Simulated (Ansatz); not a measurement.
# Sb (Sb, A7 rhombohedral): the cost of one run

Method: DFT r²SCAN, plane waves with PAW, scalar-relativistic, in Ansatz 0.2.0.

**1. The starting structure**

It takes space group R-3m (No. 166, trigonal). Conventional cell: a = 4.341 Å, b = 4.341 Å, c = 11.613 Å, α = 90.00°, β = 90.00°, γ = 120.00°. Sb (site symmetry 3m) has 3 Sb at 2.92 Å as nearest neighbours.

As a file:

```xyz
2
Lattice="2.1706 1.2532 3.8711 -2.1706 1.2532 3.8711 0.0000 -2.5064 3.8711" Properties=species:S:1:pos:R:3 pbc="T T T"
Sb    0.0000    0.0000    2.6862
Sb    0.0000    0.0000    8.9271
```

**2. With a width of 0.01 eV**

The run at 0.01 eV.

input.yaml

```yaml
crystal:
  lattice:
    - [2.1706020527, 1.2531976795, 3.8710910875]
    - [-2.1706020527, 1.2531976795, 3.8710910875]
    - [0.0, -2.5063953589, 3.8710910875]
  atoms:
    - { symbol: Sb, position: [0.2313018333, 0.2313018333, 0.2313018333] }
    - { symbol: Sb, position: [0.7686981667, 0.7686981667, 0.7686981667] }
hamiltonian:
  xc: r2scan
  pseudopotentials:
    kind: paw
    azcp:
      Sb: "pseudopotentials/Sb.paw.azcp"
basis:
  ecutwfc: 500
  fft_grid_basis: typed
kpoints:
  mp_grid: { grid: [9, 9, 9], shift: [0, 0, 0] }
magnetization:
  spin_polarized: false
scf:
  occupations: { method: gaussian, width: 0.01 }
  lower_state_search: "off"
output:
  stress: true
```

Started as:

```console
> ansatz run input.yaml --threads 2 --pin off --max-ram 5120MiB --backend cpu --events-out ev --progress --plain --runs-dir out
```

**Question.** How long does this run take on 2 threads of Arm Neoverse N1, shared host, and how much memory does it need?

About 13 s, with a peak of 0.59 GiB.
